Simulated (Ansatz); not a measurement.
Task: an active-space calculation of CH3Na, SMILES [CH3][Na], with Ansatz 0.2.0, Python API. Give the script and its output. Settings: SC-NEVPT2, 6-31G* basis, multiplicity 1.

```
atom    x (Å)    y (Å)    z (Å)
   C  -0.0667  -0.1033  -0.1840
  Na   0.9452   0.4553   1.7078
   H  -0.0391  -1.1423  -0.4114
   H  -1.1170   0.2043  -0.1019
   H   0.3275   0.5123  -1.0518
```

The script, `ch3na.py`:
```python
import ansatz as az
from ase import Atoms

atoms = Atoms(["C", "Na", "H", "H", "H"], positions=[
    (-0.0667, -0.1033, -0.184),
    (0.9452, 0.4553, 1.7078),
    (-0.0391, -1.1423, -0.4114),
    (-1.117, 0.2043, -0.1019),
    (0.3275, 0.5123, -1.0518),
])
geometry = az.Crystal.molecule_from_ase(atoms)

model = (
    geometry.calculation()
    .basis(gaussian="6-31G*")
    .correlation(active_electrons=4, active_orbitals=4)
)
for method in ["sc_nevpt2"]:
    summary = (model if method is None else model.correlation(method)).run(threads=1).report
    space = summary["configurations"]
    state = space["states"][0]
    print(method or "casscf", f"total {summary['free_energy_ev'] / 27.211386246:.6f} Ha, active-space state {state['energy']['hartree']:.6f} Ha, mean field {summary['reference_energy_ev'] / 27.211386246:.6f} Ha")
    print("  determinants", state["n_determinants"], " natural occupations", [round(n, 3) for n in space["natural_occupations"]])
```

Running `python ch3na.py` prints:
```text
sc_nevpt2 total -201.548289 Ha, active-space state -201.436701 Ha, mean field -201.396231 Ha
  determinants 36  natural occupations [1.977, 1.946, 0.054, 0.023]
```

Reading the output:
- Total energies depend on the basis set; only differences at equal settings carry meaning.
- The geometry is a force-field or estimated start, not a minimum of this method, and the basis set is short of its limit. The active space starts as a window about the frontier orbitals and is then optimised, not chosen by chemistry.
- The whole script took 1 s on 1 thread of Arm Neoverse V1, on a shared host, peak memory 0.15 GiB.
